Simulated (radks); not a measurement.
# Ionisation of F³⁺: one atom, several choices of functional

How much does the choice of functional matter for taking an electron from F³⁺? Both F³⁺ ([He] 2s2 2p2) and F⁴⁺ ([He] 2s2 2p1) are run for each choice.

Program: radks (a radial shooting solver on a logarithmic mesh, Libxc functionals) version 1. Level of theory: scalar-relativistic Kohn-Sham, spin-polarised, spherical densities, point nucleus; open shells are filled with parallel spins first. These are calculated values, not measurements, unless marked.

2 further runs of the same task are left out: 2 set aside as unsound or not needed.

### 1 The atom as given

- element: fluorine (Z = 9)
- charge: +3
- electrons: 6
- configuration: [He] 2s2 2p2
- ion: F⁴⁺, [He] 2s2 2p1
- choices: AM05; SOGGA; RPBE; exchange-only LDA; OLYP

The outer shells:

F³⁺
```
[He] core
2s [↑↓]
2p [↑ ][↑ ][  ]
```

F⁴⁺
```
[He] core
2s [↑↓]
2p [↑ ][  ][  ]
```

In the logs a row gives level, spin channel, occupation and eigenvalue; Etot, Ekin, Encl (electron-nucleus), Eh (Hartree) and Exc are energies, all in hartree; err is the last residual, it the number of iterations.

### 2 AM05: F³⁺

The run's settings:

```text
Z 9
configuration [He] 2s2 2p2
relativity scalar-relativistic
functional am05,am05
spin polarised
nucleus point
c 137.035999084
```

What it wrote:

```text
1s      1   1.0000         -27.11246051
2s      1   1.0000          -3.41563144
2p      1   2.0000          -2.75367255
1s      2   1.0000         -27.02637004
2s      2   1.0000          -3.20973413
2p      2   0.0000          -2.52576861
Etot -95.04611126640715
Ekin 94.95550324383832
Encl -213.19919249366833
Eh 31.221838069553762
Exc -8.024260086130898
err 6.147324772507511e-10
it 13
```

Highest occupied level: 2p up at -74.931 eV.

Radial moments (bohr):

| level | occupation | energy (eV) | <r> | outermost maximum (interpolated) | 90 % within | nodes |
| --- | --- | --- | --- | --- | --- | --- |
| 1s up | 1 | -737.77 | 0.1769 | 0.115 | 0.317 | 0 |
| 1s down | 1 | -735.42 | 0.1762 | 0.115 | 0.315 | 0 |
| 2s up | 1 | -92.944 | 0.8718 | 0.716 | 1.36 | 1 |
| 2s down | 1 | -87.341 | 0.8913 | 0.727 | 1.39 | 1 |
| 2p up | 2 | -74.931 | 0.8181 | 0.619 | 1.35 | 0 |
| 2p down | 0 | -68.730 | 0.8487 | 0.637 | 1.41 | 0 |

The radial density on a logarithmic grid:

| r (bohr) | 4πr²ρ (e/bohr) |
| --- | --- |
| 0.00680 | 0.2358 |
| 0.00921 | 0.4141 |
| 0.0124 | 0.7062 |
| 0.0168 | 1.197 |
| 0.0228 | 1.973 |
| 0.0306 | 3.094 |
| 0.0415 | 4.673 |
| 0.0562 | 6.592 |
| 0.0755 | 8.439 |
| 0.102 | 9.643 |
| 0.139 | 9.384 |
| 0.187 | 7.535 |
| 0.253 | 4.972 |
| 0.343 | 3.480 |
| 0.461 | 3.802 |
| 0.624 | 4.677 |
| 0.846 | 4.211 |
| 1.14 | 2.409 |
| 1.54 | 0.7554 |
| 2.09 | 0.1124 |
| 2.81 | 0.007001 |

### 3 AM05: F⁴⁺

The run's settings:

```text
Z 9
configuration [He] 2s2 2p1
relativity scalar-relativistic
functional am05,am05
spin polarised
nucleus point
c 137.035999084
```

What it wrote:

```text
1s      1   1.0000         -28.42597723
2s      1   1.0000          -4.32608789
2p      1   1.0000          -3.69899971
1s      2   1.0000         -28.37398255
2s      2   1.0000          -4.20026358
2p      2   0.0000          -3.55555440
Etot -91.82577270398836
Ekin 91.76713011766037
Encl -201.38589337128013
Eh 24.97432010173402
Exc -7.181329552102628
err 2.8827177179451116e-10
it 13
```

Δ-SCF with AM05: 87.630 eV.

### 4 SOGGA: F³⁺

The run's settings:

```text
Z 9
configuration [He] 2s2 2p2
relativity scalar-relativistic
functional sogga,pbe
spin polarised
nucleus point
c 137.035999084
```

What it wrote:

```text
1s      1   1.0000         -27.17013806
2s      1   1.0000          -3.41808037
2p      1   2.0000          -2.74988953
1s      2   1.0000         -27.08196750
2s      2   1.0000          -3.20713119
2p      2   0.0000          -2.52411957
Etot -95.17425260997575
Ekin 95.19828676461009
Encl -213.45414506274105
Eh 31.24116417642822
Exc -8.15955848827301
err 3.1851158123343763e-10
it 13
```

The top filled level is 2p up, -74.828 eV.

### 5 SOGGA: F⁴⁺

The run's settings:

```text
Z 9
configuration [He] 2s2 2p1
relativity scalar-relativistic
functional sogga,pbe
spin polarised
nucleus point
c 137.035999084
```

What it wrote:

```text
1s      1   1.0000         -28.48351223
2s      1   1.0000          -4.32771398
2p      1   1.0000          -3.69500104
1s      2   1.0000         -28.42985603
2s      2   1.0000          -4.19954564
2p      2   0.0000          -3.55474875
Etot -91.9578638086796
Ekin 92.0078684740002
Encl -201.63999670691098
Eh 24.995221775493597
Exc -7.32095735126242
err 6.707967748628247e-10
it 13
```

Δ-SCF with SOGGA: 87.522 eV.

### 6 RPBE: F³⁺

The run's settings:

```text
Z 9
configuration [He] 2s2 2p2
relativity scalar-relativistic
functional rpbe,pbe
spin polarised
nucleus point
c 137.035999084
```

What it wrote:

```text
1s      1   1.0000         -27.27621748
2s      1   1.0000          -3.43630498
2p      1   2.0000          -2.75804478
1s      2   1.0000         -27.19895172
2s      2   1.0000          -3.22677594
2p      2   0.0000          -2.53614958
Etot -95.59508537338843
Ekin 95.62076071521047
Encl -213.90985419700905
Eh 31.291398905613594
Exc -8.597390797203438
err 1.7260801416488449e-09
it 14
```

2p up is the highest filled level (-75.050 eV).

### 7 RPBE: F⁴⁺

The run's settings:

```text
Z 9
configuration [He] 2s2 2p1
relativity scalar-relativistic
functional rpbe,pbe
spin polarised
nucleus point
c 137.035999084
```

What it wrote:

```text
1s      1   1.0000         -28.59463404
2s      1   1.0000          -4.34803625
2p      1   1.0000          -3.70423247
1s      2   1.0000         -28.54738792
2s      2   1.0000          -4.22111886
2p      2   0.0000          -3.56734099
Etot -92.36997466421789
Ekin 92.42162086469187
Encl -202.08076362068323
Eh 25.0381318425028
Exc -7.748963750729325
err 9.1451955923945e-11
it 14
```

Δ-SCF with RPBE: 87.760 eV.

### 8 exchange-only LDA: F³⁺

The run's settings:

```text
Z 9
configuration [He] 2s2 2p2
relativity scalar-relativistic
functional lda,
spin polarised
nucleus point
c 137.035999084
```

What it wrote:

```text
1s      1   1.0000         -27.01140220
2s      1   1.0000          -3.36101398
2p      1   2.0000          -2.70938055
1s      2   1.0000         -26.90542630
2s      2   1.0000          -3.12304012
2p      2   0.0000          -2.45326505
Etot -94.490311437549
Ekin 94.66121044992659
Encl -212.85402733752113
Eh 31.154748886997748
Exc -7.452243436952197
err 3.2980849850621703e-10
it 13
```

The top filled level is 2p up, -73.726 eV.

### 9 exchange-only LDA: F⁴⁺

The run's settings:

```text
Z 9
configuration [He] 2s2 2p1
relativity scalar-relativistic
functional lda,
spin polarised
nucleus point
c 137.035999084
```

What it wrote:

```text
1s      1   1.0000         -28.31687845
2s      1   1.0000          -4.26541534
2p      1   1.0000          -3.65134754
1s      2   1.0000         -28.25298275
2s      2   1.0000          -4.12082444
2p      2   0.0000          -3.49175994
Etot -91.31605915304468
Ekin 91.48663653403594
Encl -201.07245091245187
Eh 24.928038356442805
Exc -6.658283131071551
err 1.4036566139948222e-10
it 13
```

exchange-only LDA gives an ionisation energy of 86.376 eV.

### 10 OLYP: F³⁺

The run's settings:

```text
Z 9
configuration [He] 2s2 2p2
relativity scalar-relativistic
functional optx,lyp
spin polarised
nucleus point
c 137.035999084
```

What it wrote:

```text
1s      1   1.0000         -27.27005314
2s      1   1.0000          -3.44933007
2p      1   2.0000          -2.76876585
1s      2   1.0000         -27.20276779
2s      2   1.0000          -3.22445268
2p      2   0.0000          -2.52269311
Etot -95.58817634561107
Ekin 95.61462398532596
Encl -213.92026239822007
Eh 31.313709357778812
Exc -8.596247290495782
err 1.9509310292138958e-09
it 14
```

Highest occupied level: 2p up at -75.342 eV.

### 11 OLYP: F⁴⁺

The run's settings:

```text
Z 9
configuration [He] 2s2 2p1
relativity scalar-relativistic
functional optx,lyp
spin polarised
nucleus point
c 137.035999084
```

What it wrote:

```text
1s      1   1.0000         -28.59480960
2s      1   1.0000          -4.36209282
2p      1   1.0000          -3.71146987
1s      2   1.0000         -28.55434548
2s      2   1.0000          -4.21691527
2p      2   0.0000          -3.55134077
Etot -92.35330283081686
Ekin 92.39619608092895
Encl -202.0545704563354
Eh 25.039734498837234
Exc -7.734662954247642
err 4.4065578796113676e-10
it 14
```

OLYP gives an ionisation energy of 88.025 eV.

### 12 All runs together

| functional | E(F³⁺) (hartree) | Δ-SCF (eV) | −ε(HOMO) (eV) | <r> HOMO (bohr) | error (eV) |
| --- | --- | --- | --- | --- | --- |
| AM05 | -95.04611 | 87.630 | 74.931 | 0.8181 | +0.45 |
| SOGGA | -95.17425 | 87.522 | 74.828 | 0.8193 | +0.35 |
| RPBE | -95.59509 | 87.760 | 75.050 | 0.8194 | +0.58 |
| exchange-only LDA | -94.49031 | 86.376 | 73.726 | 0.8200 | -0.80 |
| OLYP | -95.58818 | 88.025 | 75.342 | 0.8176 | +0.85 |

**Reading.** The NIST Atomic Spectra Database lists 87.18 eV (semi-empirical). The smallest miss is that of SOGGA (+0.35 eV), the largest that of OLYP (+0.85 eV). The ionisation energies span 1.65 eV, the total energies of F³⁺ 30.1 eV: most of the change in the total cancels in the difference. Open shells are spherical and high-spin; term and fine-structure splittings are not resolved.
